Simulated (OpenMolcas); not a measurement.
# HNO2 (nitrous acid): PBE/def2-TZVP

What is the vertical singlet–triplet gap of HNO2 (nitrous acid) at PBE/def2-TZVP? 

The results are computed with OpenMolcas 26.06.

## (1) The molecule

HNO2 has 4 atoms, charge 0, and is taken as a singlet. As SMILES, `O=NO`. The shape is that of a GFN2-xTB optimisation.

Bond lengths: O1–N2 1.181 Å, N2–O3 1.392 Å, O3–H4 0.968 Å. Angles: O1–N2–O3 113.7°, N2–O3–H4 106.9°.

## (2) A single-point energy at PBE/def2-TZVP

job.input reads:

```
&gateway
baslib=$CurrDir
coord
4
bohr
O      0.80256669     0.08634159     2.78037294
N      0.60340845    -0.77747112     0.73185313
O     -0.67514245     0.78595599    -0.95499199
H     -0.73081378    -0.09482646    -2.55723408
basis=def2-TZVP
group=NoSym
&seward
&scf
ksdft=PBE
prorbitals=0
```

The basis set def2-TZVP is read from a file made from the Basis Set Exchange's data (not shown).

Command:

```console
$ export MOLCAS_MEM=1860
$ pymolcas job.input > job.log
```

The log of the run:

```text
--- Start Module: gateway ---
[...]
--- Stop Module: gateway /rc=_RC_ALL_IS_WELL_ ---
--- Start Module: seward ---
[...]
      Basis functions           99
--- Stop Module: seward /rc=_RC_ALL_IS_WELL_ ---
[...]
--- Start Module: scf ---
[...]
       Convergence after  17 Iterations
[...]
::    Total KS-DFT energy                            -205.5980608851
[...]
      Total spin, S                                     0.0000000000
[...]
      Total electronic charge=   24.000000
      Total            charge=   -0.000000
[...]
      Dipole Moment (debye):
      Origin of the operator (angstrom)=    0.1098    0.0334    0.4151
                   X= -3.8413E-01               Y= -5.6845E-01               Z= -2.1798E+00           Total=  2.2852E+00
      Quadrupole Moment (debye*angstrom):
[...]
--- Stop Module: scf /rc=_RC_ALL_IS_WELL_ ---
[...]
```

Run time: 14 s. Hardware: 1 thread of Arm Neoverse V1, shared host; peak memory 0.55 GiB.

## (3) The triplet, same level

job.inp reads:

```
&GATEWAY
  BASLIB = $CurrDir
  COORD
  4
  bohr
  O      0.80256669     0.08634159     2.78037294
  N      0.60340845    -0.77747112     0.73185313
  O     -0.67514245     0.78595599    -0.95499199
  H     -0.73081378    -0.09482646    -2.55723408
  BASIS = def2-TZVP
  GROUP = NoSym

&SEWARD

&SCF
  UHF
  SPIN = 3
  KSDFT = PBE
  PRORBITALS = 0
```

The basis set def2-TZVP is read from a file made from the Basis Set Exchange's data (not shown).

Command:

```console
$ export MOLCAS_MEM=1860
$ pymolcas job.inp > job.log
```

The log of the run:

```text
--- Start Module: gateway ---
[...]
--- Stop Module: gateway /rc=_RC_ALL_IS_WELL_ ---
--- Start Module: seward ---
[...]
      Basis functions           99
--- Stop Module: seward /rc=_RC_ALL_IS_WELL_ ---
[...]
--- Start Module: scf ---
[...]
       Convergence after  15 Iterations
[...]
::    Total KS-DFT energy                            -205.5081221643
[...]
      Total spin, S                                     1.0012942924
[...]
      Total electronic charge=   24.000000
      Total            charge=   -0.000000
[...]
      Dipole Moment (debye):
      Origin of the operator (angstrom)=    0.1098    0.0334    0.4151
                   X= -4.0747E-01               Y= -6.2322E-01               Z= -2.3449E+00           Total=  2.4602E+00
      Quadrupole Moment (debye*angstrom):
[...]
--- Stop Module: scf /rc=_RC_ALL_IS_WELL_ ---
[...]
```

Run time: 15 s. Hardware: 1 thread of Arm Neoverse V1, shared host; peak memory 0.55 GiB.

## (4) Summary of results

Level: PBE/def2-TZVP.

| quantity | value |
| --- | --- |
| singlet: total energy | -205.59806 Eh |
| singlet: dipole moment | 2.29 D |
| singlet: HOMO energy | -6.36 eV |
| singlet: LUMO energy | -3.38 eV |
| singlet: HOMO–LUMO gap | 2.98 eV |
| triplet: total energy | -205.50812 Eh |
| triplet: dipole moment | 2.46 D |
| triplet: HOMO energy (highest over α and β) | -3.72 eV |
| triplet: ⟨S²⟩ | 2.004 |
| vertical energy of the triplet above the singlet | 2.447 eV |

**Reading.** At this shape the triplet lies 2.45 eV (236 kJ/mol) above the singlet. Mulliken charges (triplet) run from -0.25 on O3 to +0.32 on H4; they depend strongly on the basis.
